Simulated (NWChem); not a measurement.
NO cation

```xyz
2

N      0.0000     0.0000    -0.5733
O      0.0000     0.0000     0.5031
```
Atoms are numbered in this order, from 1.

All runs: NWChem. Pople sets run with spherical d functions. Coordinates come from a PBE-D3(BJ)/def2-SVP optimisation. Isotropic indirect couplings, all four terms, static geometry, non-relativistic.

For level B3LYP/6-31G**:

| Item | Value |
|---|---|
| J(14N atom 1, 17O atom 2) (Hz) | 8.6 |

Question: Estimate the same quantities for level PBE/pcJ-1.

Answer: 
| Property | Value |
|---|---|
| J(14N atom 1, 17O atom 2) (Hz) | 17.4 |
